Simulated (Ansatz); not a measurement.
# C2HF: the cost of one run

All numbers are computed with the Python package of Ansatz 0.2.0. Level of theory: CCSD(T)/pcseg-2.

### 1 The structure

Bond lengths: C1–C2 1.135 Å, C2–F3 1.317 Å, C1–H4 1.096 Å. Angles: C1–C2–F3 179.0°, C2–C1–H4 177.6°.

No structure file is read: the coordinates are typed or built in the script.

### 2 The script

Input file tae.py:

```python
"""Atomisation energy of C2HF at the given geometry."""

from collections import Counter

import ansatz as az


def energy_of(molecule, charge=0, unpaired=0):
    calc = (
        molecule.calculation()
        .basis(gaussian="pcseg-2")
        .correlation("ccsd_t")
    )
    if charge:
        calc = calc.charge(charge)
    if unpaired:
        calc = calc.spin("collinear", total=unpaired)
    report = calc.run().report
    if report["published_state_doubts"]:
        print("  doubts:", report["published_state_doubts"])
    return report["free_energy_ev"]


def main() -> None:
    system = (
        az.Crystal.molecule()
        .atom("C", (-0.3451, 0.4088, -0.2877))
        .atom("C", (0.2944, -0.3735, 0.2303))
        .atom("F", (1.0393, -1.2914, 0.8111))
        .atom("H", (-0.9331, 1.1958, -0.774))
    )

    # unpaired electrons of the ground-state atoms
    unpaired = {"C": 2, "F": 1, "H": 1}
    counts = Counter(site.symbol for site in system.cartesian_sites)
    atom_energy = {s: energy_of(az.Crystal.molecule().atom(s, (0, 0, 0)), 0, unpaired[s]) for s in counts}
    whole = energy_of(system, 0, 0)
    for s, e in atom_energy.items():
        print(f"{s:2s} x{counts[s]}  {e:14.5f} eV")
    print(f"C2HF: {whole:.5f} eV")
    split = sum(counts[s] * e for s, e in atom_energy.items()) - whole
    print(f"atomisation energy (no zero-point term): {96.485332 * split:.1f} kJ/mol, {split / sum(counts.values()):.3f} eV an atom")


if __name__ == "__main__":
    main()
```

### 3 The calls as engine input

The engine receives this input (first run):

```yaml
crystal:
  periodic: [false, false, false]
  atoms:
    - { symbol: C, position_ang: [0.0, 0.0, 0.0] }
basis:
  gaussian:
    orbitals: pcseg-2
magnetization:
  spin_polarized: true
  initial_magnetization: 2.0
correlation:
  method: ccsd_t
```

### 4 Launch

On the command line:

```console
python tae.py
```

Q: Estimate wall time and peak memory on 1 thread of Arm Neoverse V2, shared host.

About 5.6 s, with a peak of 0.43 GiB.
